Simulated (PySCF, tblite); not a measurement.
Isomers of C3H2F2O, one GFN2-xTB conformer each. Single-point energies are computed at PBE0/pcSseg-1 (PySCF, gas phase, no added dispersion term), electronic only.

**Question.** Rank them by PBE0/pcSseg-1 energy, lowest first (kJ/mol).
A. `[O:1]=[CH:2]/[C:3]([F:4])=[CH:5]\[F:6]` with O1–C2–C3–F4 180°
B. `FC1=C(CO1)F`

**Answer.** A (0.0), B (99.1).

As drawn, the lower has a C=O bond, which the higher lacks; the higher has a four-membered ring, which the lower lacks. GFN2-xTB itself gives, in the same order: 0.0, 14.9. Both levels put the same isomer lowest.

**Question.** Which frontier levels, dipoles and rotational constants go with these structures?

**Answer.** 
| SMILES | HOMO (eV, PBE0/pcSseg-1) | LUMO (eV) | dipole (D) | A, B, C (MHz) |
| --- | --- | --- | --- | --- |
| O=C/C(F)=C\F | -8.06 | -2.27 | 2.42 | 4262, 3774, 2001 |
| FC1=C(F)OC1 | -6.79 | 0.91 | 1.74 | 5413, 3739, 2244 |

**Question.** What happens when harmonic zero-point energies from GFN2-xTB frequencies are added?

**Answer.** 
| SMILES | ZPE (kJ/mol) | electronic (kJ/mol) | with ZPE (kJ/mol) |
| --- | --- | --- | --- |
| O=C/C(F)=C\F | 115.2 | 0.0 | 0.0 |
| FC1=C(F)OC1 | 121.3 | 99.1 | 105.2 |

The zero-point energies span 6.1 kJ/mol. The order is unchanged.
